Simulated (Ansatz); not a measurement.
# Property card for Zr4O

Level of theory: Ansatz, DFT r2SCAN, scalar-relativistic, plane waves, PAW.

Settings: cutoff 500 eV, Γ-centred mesh 6×6×6 on the computed 15-atom cell, Gaussian smearing of 0.10 eV; no spin polarisation.

The structure is relaxed at this level of theory with its symmetry kept. Whether it is the stable form of this composition wasn't checked.

```
Zr O
1.0
     2.82651    1.63189   10.37058
    -2.82651    1.63189   10.37058
     0.00000   -3.26378   10.37058
Zr O
12 3
Direct
  0.62248 0.96328 0.29129
  0.12371 0.46809 0.78427
  0.96328 0.29129 0.62248
  0.46809 0.78427 0.12371
  0.29129 0.62248 0.96328
  0.78427 0.12371 0.46809
  0.03672 0.70871 0.37752
  0.53191 0.21573 0.87629
  0.37752 0.03672 0.70871
  0.87629 0.53191 0.21573
  0.70871 0.37752 0.03672
  0.21573 0.87629 0.53191
  0.50000 0.50000 0.50000
  0.24997 0.24997 0.24997
  0.75003 0.75003 0.75003
```

| Quantity | Value |
| --- | --- |
| Space group | R-3 (No. 148) |
| Volume per atom | 129.1 bohr³ |
| Formation energy from the elements' standard states (uncorrected) | -1.229 eV/atom |
| Generalised Kohn–Sham band gap | none (metal) |
| Density of states at the Fermi level | 3.61 states/eV per cell |
| Löwdin character within 0.5 eV of the Fermi level | Zr 4d 90 %, unprojected 4 % |
| Bulk modulus | 127 GPa |
| Its pressure derivative | 3.6 |

Cost: 9 runs of about 68 core-minutes in all, on Oxide Virtual Turin-like Processor (Zen 5) (shared hosts).